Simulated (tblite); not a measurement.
C2H2F3S (doublet state).
SMILES: `FC(F)(F)C[S]`

Computed geometry: GFN2-xTB, gas phase. This method treats the open shell by occupation alone, without spin polarisation.

Take the most abundant isotopes and a rigid rotor. 

(1) What are A, B and C (MHz)?

(2) Classify the top.

(3) Is it planar, by Δ = Ic − Ia − Ib?

(4) Give the coordinates in the principal-axis frame, origin at the centre of mass.

## Answers

(1) Ia = 93.93, Ib = 275.12, Ic = 277.96 u·Å²; 505379 MHz·u·Å²/I gives A = 5381, B = 1837, C = 1818 MHz.

(2) A near-prolate asymmetric top. Ray's parameter κ = (2B − A − C)/(A − C) = -0.989; −1 is the prolate and +1 the oblate limit.

(3) Not planar: Δ = Ic − Ia − Ib = -91.09 u·Å². For a rigid frame Δ = −2 Σ m c², so Σ m c² = 45.55 u·Å² lies off the ab plane: 1.61 from hydrogen and 43.93 from heavier atoms. The atom farthest from that plane is 1.08 Å away.

(4) The sense of each axis is arbitrary; atoms in the order of the calculation.
| atom | mass (u) | a (Å) | b (Å) | c (Å) |
| --- | --- | --- | --- | --- |
| F1 | 18.998 | 0.776 | 0.748 | 1.078 |
| C2 | 12.000 | 0.708 | -0.037 | 0.000 |
| F3 | 18.998 | 0.772 | 0.756 | -1.073 |
| F4 | 18.998 | 1.827 | -0.781 | -0.004 |
| C5 | 12.000 | -0.523 | -0.930 | -0.001 |
| S6 | 31.972 | -2.044 | 0.032 | 0.000 |
| H7 | 1.008 | -0.495 | -1.556 | 0.893 |
| H8 | 1.008 | -0.495 | -1.555 | -0.895 |

For this open shell read J as N, the rotation without spin; fine and hyperfine splittings come on top. Its GFN2-xTB frequencies are all real (lowest 66 cm⁻¹). No vibrational averaging or centrifugal distortion is included, and the geometry carries the error of its method.

Shape of the structure used: `[F:1][C:2]([F:3])([F:4])[CH2:5][S:6]`: F1–C2–C5–S6 61°.
